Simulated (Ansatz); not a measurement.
**SiNH₄+: single points off equilibrium**

The task here is to estimate one member of a computed series from the others.

Computed with Ansatz 0.2.0, Gaussian basis. Level: single points in def2-TZVPP.

Correlated methods freeze the cores.

## The starting structure

SMILES `[NH2+]=[SiH2]`, 6 atoms, charge 1, spin multiplicity 1.

Atoms are counted from 1 here; the program's logs count them from 0.

Bond lengths: N1–Si2 1.628 Å, N1–H3 1.043 Å, N1–H4 1.006 Å, Si2–H5 1.390 Å, Si2–H6 1.441 Å. Angles: Si2–N1–H3 127.5°, Si2–N1–H4 126.2°, H3–N1–H4 106.3°, N1–Si2–H5 115.2°, N1–Si2–H6 116.8°, H5–Si2–H6 127.8°.

Geometry (Å):

```xyz
6
H4NSi
N    -0.0120   -0.7996    0.1938
Si   -0.0093    0.7781   -0.2092
H     0.3095   -1.6033   -0.3874
H    -0.2858   -1.1849    1.0813
H     0.5379    1.0708   -1.4533
H    -0.4947    1.7039    0.7829
```

The first run:

Input file run/in.yaml:

```yaml
crystal:
  periodic: [false, false, false]
  atoms:
    - {symbol: N, position_ang: [-0.012000, -0.799600, 0.193800]}
    - {symbol: Si, position_ang: [-0.009300, 0.778100, -0.209200]}
    - {symbol: H, position_ang: [0.309500, -1.603300, -0.387400]}
    - {symbol: H, position_ang: [-0.285800, -1.184900, 1.081300]}
    - {symbol: H, position_ang: [0.537900, 1.070800, -1.453300]}
    - {symbol: H, position_ang: [-0.494700, 1.703900, 0.782900]}
basis:
  gaussian: {orbitals: def2-TZVPP}
total_charge: 1
correlation: {method: ccsd_t}
output: {forces: true}
```

The command line of these runs was not kept.

Steps of the session up to this table: CCSD(T)/def2-TZVPP; PBE0-D4/def2-TZVPP; wB97M-V/def2-TZVPP; r2SCAN-D4/def2-TZVPP; PBE-D4/def2-TZVPP; SPW92/def2-TZVPP; BHLYP-D4/def2-TZVPP.

One of the session's tables, all rows but one given; the rest of the session is left out.

| method | RMS force component (eV/Å) | angle to CCSD(T) forces (°) |
| --- | --- | --- |
| CCSD(T) | 0.747 | reference |
| PBE0-D4 | 0.760 | 9.2 |
| wB97M-V | 0.709 | 6.4 |
| r2SCAN-D4 | ? | ? |
| PBE-D4 | 0.758 | 12.6 |
| SPW92 | 0.746 | 25.2 |
| BHLYP-D4 | 0.767 | 15.9 |

**Question.** Estimate the row for r2SCAN-D4.

As computed: RMS force component (eV/Å): 0.738; angle to CCSD(T) forces (°): 6.8. In the column «RMS force component (eV/Å)» it lies between wB97M-V (0.709) and SPW92 (0.746).
